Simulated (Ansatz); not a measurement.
**Ytterbium, fcc: convergence with Gaussian smearing**

Computed with Ansatz, LDA, scalar-relativistic PAW, on the relaxed cell (a = 4.914 Å; spin not included). Errors count from a run at 420 eV on a Γ-centred 18×18×18 mesh with Fermi-Dirac smearing of 0.1 eV, extrapolated to zero width. Fixed here: cutoff 420 eV, mesh 11×11×11. The SCF starts from atomic densities corrected by a trained network.

```json
{"width (eV)": "0.01", "E(σ→0) error (meV/atom)": "-9.1", "F error (meV/atom)": "-9.2", "P (GPa)": "0.18", "SCF iterations": "7"}
{"width (eV)": "0.03", "E(σ→0) error (meV/atom)": "-9.1", "F error (meV/atom)": "-9.4", "P (GPa)": "0.17", "SCF iterations": "7"}
{"width (eV)": "0.1", "E(σ→0) error (meV/atom)": "-9.2", "F error (meV/atom)": "-12.4", "P (GPa)": "0.06", "SCF iterations": "8"}
{"width (eV)": "0.2", "E(σ→0) error (meV/atom)": "-6.7", "F error (meV/atom)": "-22.8", "P (GPa)": "-0.03", "SCF iterations": "9"}
{"width (eV)": "0.3", "E(σ→0) error (meV/atom)": "0.8", "F error (meV/atom)": "-46.4", "P (GPa)": "-0.01", "SCF iterations": "7"}
{"width (eV)": "0.6", "E(σ→0) error (meV/atom)": "13.1", "F error (meV/atom)": "-206.4", "P (GPa)": "0.27", "SCF iterations": "8"}
{"width (eV)": "1.0", "E(σ→0) error (meV/atom)": "-6.0", "F error (meV/atom)": "-588.5", "P (GPa)": "0.76", "SCF iterations": "9"}
```
